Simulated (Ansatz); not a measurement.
Start from `C=CC(O)=S` and change one atom or group to get `OC(O)=S`.

Ansatz, PBE0-D4/def2-TZVP geometries, multiplicity 1. Each molecule was computed in one conformer, which needn't be the lowest.

```
                               property  `C=CC(O)=S`
   HOMO–LUMO gap (PBE0/def2-TZVPP) / eV         4.51
      HOMO energy (PBE/def2-TZVPP) / eV        -5.59
  HOMO energy (ωB97M-V/def2-TZVPP) / eV        -9.01
      LUMO energy (PBE/def2-TZVPP) / eV        -3.14
     LUMO energy (PBE0/def2-TZVPP) / eV        -2.30
HOMO–LUMO gap (ωB97M-V/def2-TZVPP) / eV         8.81
```

What does the change do to each property? (Best estimate.)

The calculation gave: 
```
                               property  `OC(O)=S`  shift
   HOMO–LUMO gap (PBE0/def2-TZVPP) / eV       6.02   1.51
      HOMO energy (PBE/def2-TZVPP) / eV      -5.63  -0.04
  HOMO energy (ωB97M-V/def2-TZVPP) / eV      -9.09  -0.08
      LUMO energy (PBE/def2-TZVPP) / eV      -1.82   1.32
     LUMO energy (PBE0/def2-TZVPP) / eV      -0.88   1.42
HOMO–LUMO gap (ωB97M-V/def2-TZVPP) / eV      10.46   1.65
```

With PBE0 the HOMO falls by 0.08 eV and the LUMO rises by 1.42 eV, so the gap widens by about 1.50 eV. PBE moves the HOMO by -0.04 eV and ωB97M-V by -0.08 eV. The zero-point energy changes by -73.9 kJ/mol with -9 modes.
